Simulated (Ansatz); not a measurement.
**H₃NO: ionisation energy by level of theory**

Aim: the vertical ionisation energy of H₃NO, as cation minus neutral at the neutral's geometry, on several levels, and how well −ε(HOMO) stands in for it.

The runs use Ansatz 0.2.0, Gaussian basis; unrestricted cation, the program's frozen cores in correlated methods.

Plan: UKS PBE-D4/def2-TZVPP; UKS r2SCAN-D4/def2-TZVPP; UKS PBE0-D4/def2-TZVPP; UKS B3LYP-D4/def2-TZVPP; UKS wB97X-V/def2-TZVPP; UKS wB97M-V/def2-TZVPP; UKS B2PLYP/def2-TZVPP; UHF-CCSD(T)/def2-TZVPP; UHF-CCSD(T)/def2-QZVPP; extrapolation to the limit; then −ε(HOMO) from the neutral's earlier runs with LDA (SPW92), PBE-D4, revPBE-D4, BLYP-D4, r2SCAN-D4, B97M-V, PBE0-D4, B3LYP-D4, r2SCANh-D4, r2SCAN0-D4, HSE06-D4, BHLYP-D4, CAM-B3LYP-D4, LC-ωPBE, ωB97X-V, ωB97M-V.

## (1) The geometry

All runs share one geometry, relaxed beforehand with PBE0-D4 in a triple-zeta def2 set.

SMILES `NO`, 5 atoms, charge 0, spin multiplicity 1.

Atoms are counted from 1 here; the program's logs count them from 0.

Bond lengths: N1–O2 1.423 Å, N1–H3 1.016 Å, N1–H4 1.016 Å, O2–H5 0.960 Å. Angles: O2–N1–H3 104.5°, O2–N1–H4 104.5°, H3–N1–H4 106.0°, N1–O2–H5 102.8°.

## (2) Cation, UKS PBE-D4/def2-TZVPP

in.yaml

```yaml
crystal:
  periodic: [false, false, false]
  atoms:
    - {symbol: N, position_ang: [-0.164982, -0.361406, -0.321157]}
    - {symbol: O, position_ang: [0.364648, 0.665760, 0.508275]}
    - {symbol: H, position_ang: [-0.162923, -1.190111, 0.266817]}
    - {symbol: H, position_ang: [-1.141418, -0.109681, -0.446369]}
    - {symbol: H, position_ang: [1.104676, 0.995428, -0.007557]}
basis:
  gaussian: {orbitals: def2-TZVPP}
total_charge: 1
magnetization: {spin_polarized: true, initial_magnetization: 1}
hamiltonian: {xc: pbe, dispersion: d4}
```

Started as:

```
$ ansatz run in.yaml --threads 2 --pin off --events-out ev --progress --plain --max-ram 32768MiB --backend cpu
```

The runs that follow: Cation, UKS r2SCAN-D4/def2-TZVPP; Cation, UKS PBE0-D4/def2-TZVPP; Cation, UKS B3LYP-D4/def2-TZVPP; Cation, UKS wB97X-V/def2-TZVPP; Cation, UKS wB97M-V/def2-TZVPP; Cation, UKS B2PLYP (frozen core)/def2-TZVPP; Cation, UHF-CCSD(T)/def2-TZVPP; Cation, UHF-CCSD(T)/def2-QZVPP.

Q: Predict the results of all the runs planned. Wanted: ionisation energy, CCSD(T)/CBS; nearest functional by difference; nearest −ε(HOMO); −ε(HOMO) of PBE; T1 of the cation.

As calculated:

| quantity | value |
| --- | --- |
| ionisation energy, CCSD(T)/CBS | 10.73 eV |
| nearest functional by difference | B3LYP-D4 (-0.16 eV) |
| nearest −ε(HOMO) | LC-ωPBE (-0.32 eV) |
| −ε(HOMO) of PBE | 5.80 eV |
| T1 of the cation | 0.025 |

In words: Energy differences with functionals land within 0.39 eV of the reference. The PBE orbital energy is 4.9 eV too small: a semilocal HOMO is no ionisation energy. Among orbital estimates LC-ωPBE comes nearest. Hartree-Fock falls 1.32 eV short, as the neutral has more correlation energy than the cation.
